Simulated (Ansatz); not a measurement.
# Worked example: correlation energy of Cl–Al–GaH, quintet

Geometry: that of the Cl–Al–GaH, triplet, kept fixed. The triplet lies 4.5 eV lower here.

```xyz
4

Cl    0.0000   -0.2241    2.6351
Al    0.0000    0.5840    0.6943
Ga    0.0000   -0.1160   -1.5641
H     0.0000    0.2730   -3.0821
```

Basis cc-pVDZ; Ansatz 0.2.0. Only valence electrons are correlated (noble-gas cores and the filled d shells of p-block atoms frozen), which leaves 14 electrons in 44 orbitals. Prefix R: restricted or restricted open-shell reference; prefix U: unrestricted. No spin–orbit coupling is included, and no scalar relativity.

Full CI isn't at hand for all of this; UCCSDT(Q) serves as the reference, and is uncertain by the last step of the cluster series or more.

UCCSD has a T1 diagnostic of 0.036 and a largest doubles amplitude of 0.05.

Runs differ by some tens of microhartree through their thresholds and, for an open shell, their frozen cores, so steps under 0.03 kcal/mol mean nothing.

Here the R and U totals at CCSDT(Q) differ by 0.44 kcal/mol, a measure of how far such totals hang on the determinant and its frozen core.

| level | total energy (hartree) |
| --- | --- |
| UHF | -2625.092298 |
| UMP2 | -2625.299564 |
| UCCSD | -2625.333711 |
| UCCSD(T) | -2625.340851 |
| UCCSDT | -2625.342520 |
| UCCSDT(Q) | -2625.343120 |

Q: What is the correlation energy at UCCSDT(Q), and what share of it do UMP2 and UCCSD recover?

A: E(corr) = -2625.343120 − (-2625.092298) = -0.250822 hartree = -6.825 eV. UMP2: -0.207266 / -0.250822 = 82.63 %. UCCSD: -0.241413 / -0.250822 = 96.25 %.

Q: By how many kcal/mol does UCCSD(T) miss UCCSDT(Q) (1 hartree = 627.509 kcal/mol), and which steps make up the rest?

A: -2625.340851 − (-2625.343120) = 0.002269 hartree = 1.42 kcal/mol. Steps: UCCSDT − UCCSD(T) = -1.05, UCCSDT(Q) − UCCSDT = -0.38 kcal/mol. Differences between like states or geometries often cancel part of this.
